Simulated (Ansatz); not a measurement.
# C2HS: the cost of one run

Program: Ansatz 0.2.0. Level of theory: UKS PBE0-D4/def2-TZVP. These are calculated values, not measurements.

1 further run of the same task is left out (it didn't finish).

## Step 1: Where the work starts

4 atoms, charge 0, spin multiplicity 2.

Atoms are counted from 1 here; the program's logs count them from 0.

Bond lengths: C1–C2 1.255 Å, C1–H4 1.081 Å, C2–S3 1.618 Å. Angles: C2–C1–H4 179.7°, C1–C2–S3 179.9°.

Coordinates:

```xyz
4
charge 0, multiplicity 2
C     0.5768    0.4973   -0.0046
C    -0.3727   -0.3230    0.0044
S    -1.5958   -1.3826    0.0165
H     1.3917    1.2083   -0.0163
```

## Step 2: Relaxation

The input, input.yaml:

```yaml
crystal:
  periodic: [false, false, false]
  atoms:
    - { symbol: C, position_ang: [0.576813, 0.497322, -0.004632] }
    - { symbol: C, position_ang: [-0.372723, -0.322953, 0.00441] }
    - { symbol: S, position_ang: [-1.59578, -1.38263, 0.016531] }
    - { symbol: H, position_ang: [1.39168, 1.208272, -0.01631] }
magnetization:
  spin_polarized: true
  initial_magnetization: 1
basis:
  gaussian: { orbitals: def2-TZVP }
hamiltonian:
  xc: pbe0
  dispersion: d4
output:
  forces: true
relax:
  f_tol: 0.003
  max_steps: 120
```

Launch:

```console
ansatz run input.yaml --threads 1 --pin off --max-ram 2560MiB --backend cpu --events-out ev --progress --plain --runs-dir out
```

What time and memory should one allow on 1 thread of Arm Neoverse V2, shared host?

About 3.8 min, with a peak of 0.24 GiB.
